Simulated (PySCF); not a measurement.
## AlO⁻: everyday levels beside a composite calculation

PySCF; the state is a singlet (closed shell). The composite is CCSD(T) extrapolated to the basis-set limit from two correlation-consistent sets, with core-valence (CV) and scalar-relativistic (SR) terms as its label shows; it has no spin–orbit coupling and nothing beyond (T). Here it is CCSD(T)/CBS(DT)+CV+SR. It gives Re = 1.644 Å, ωe = 960 cm⁻¹ and De = 6.40 eV to Al + O⁻.

| level | basis | relativity | Re (Å) | ωe (cm⁻¹) | De (eV) |
| --- | --- | --- | --- | --- | --- |
| LDA | def2-TZVPPD | no relativity | 1.640 | 958 | 7.18 |
| PBE | aug-cc-pVDZ-DK | spin-free X2C | 1.689 | 878 | 6.10 |
| revPBE | aug-cc-pVDZ-DK | spin-free X2C | 1.696 | 869 | 5.87 |
| r²SCAN | aug-cc-pV(D+d)Z/aug-cc-pVDZ | no relativity | 1.651 | 944 | 6.23 |
| PBE0 | aug-cc-pV(D+d)Z/aug-cc-pVDZ | no relativity | 1.645 | 960 | 6.02 |
| PBE0 | def2-TZVPPD | no relativity | 1.636 | 984 | 6.13 |
| M06 | def2-TZVPPD | no relativity | 1.630 | 996 | 6.24 |
| HSE06 | aug-cc-pVDZ-DK | spin-free X2C | 1.665 | 936 | 5.82 |
| M06-2X | def2-TZVPPD | no relativity | 1.631 | 1010 | 6.31 |
| CAM-B3LYP | aug-cc-pV(D+d)Z/aug-cc-pVDZ | no relativity | 1.638 | 977 | 5.99 |

Task: Give the difference of each row from the composite.

Result: 

| level | basis | ΔRe (pm) | Δωe (%) | ΔDe (eV) |
| --- | --- | --- | --- | --- |
| LDA | def2-TZVPPD | -0.4 | -0.2 | +0.78 |
| PBE | aug-cc-pVDZ-DK | +4.5 | -8.5 | -0.30 |
| revPBE | aug-cc-pVDZ-DK | +5.2 | -9.5 | -0.53 |
| r²SCAN | aug-cc-pV(D+d)Z/aug-cc-pVDZ | +0.7 | -1.7 | -0.17 |
| PBE0 | aug-cc-pV(D+d)Z/aug-cc-pVDZ | +0.1 | +0.0 | -0.38 |
| PBE0 | def2-TZVPPD | -0.8 | +2.5 | -0.27 |
| M06 | def2-TZVPPD | -1.4 | +3.8 | -0.16 |
| HSE06 | aug-cc-pVDZ-DK | +2.1 | -2.5 | -0.58 |
| M06-2X | def2-TZVPPD | -1.3 | +5.2 | -0.09 |
| CAM-B3LYP | aug-cc-pV(D+d)Z/aug-cc-pVDZ | -0.6 | +1.8 | -0.41 |

Task: Which rows come closest in De?

Result: M06-2X in def2-TZVPPD (-0.09 eV), counted from the composite.

Correlated steps freeze 6 core orbitals. For an ion De counts to the pair picked by the measured ionisation energies or electron affinities, which need not be the lowest pair at this level. Where the molecule has an RHF reference, its open-shell atoms are computed with UHF. The highest Kohn–Sham level is positive in some of these anions. Much of that is self-interaction error, but it also means that the finite basis helps to hold the extra electron. The CCSD T1 diagnostic is raised in AlO⁻, a sign that a single reference may not be enough there.
